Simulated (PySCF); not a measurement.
Bonds broken one at a time in the series Ga SiH3-H. Isolated molecules, 0 K electronic values unless said otherwise. Strings in code marks are SMILES.

Method: PBE-D3(BJ)/def2-TZVP // r2SCAN-D4/def2-TZVP run with PySCF. 

```
species                                      dipole moment (D)  HOMO–LUMO gap (eV)  LUMO (eV)
-------------------------------------------  -----------------  ------------------  ---------
whole molecule (`[SiH3][Ga]([SiH3])[SiH3]`)               0.03                 [?]      -3.38
radical fragment (`[SiH3]`)                                [?]                   –          –
whole molecule (`[SiH3][GaH][SiH3]`)                      0.18                3.11      -3.19
whole molecule (`[SiH3][GaH2]`)                           0.12                3.65      -2.94
radical fragment (`[GaH2]`)                                [?]                   –          –
whole molecule (`[GaH3]`)                                 0.00                4.71      -2.65
```

Task: Some entries are withheld; supply them.

Result: 
- whole molecule (`[SiH3][Ga]([SiH3])[SiH3]`), HOMO–LUMO gap (eV): 2.93
- radical fragment (`[SiH3]`), dipole moment (D): 0.01
- radical fragment (`[GaH2]`), dipole moment (D): 0.20
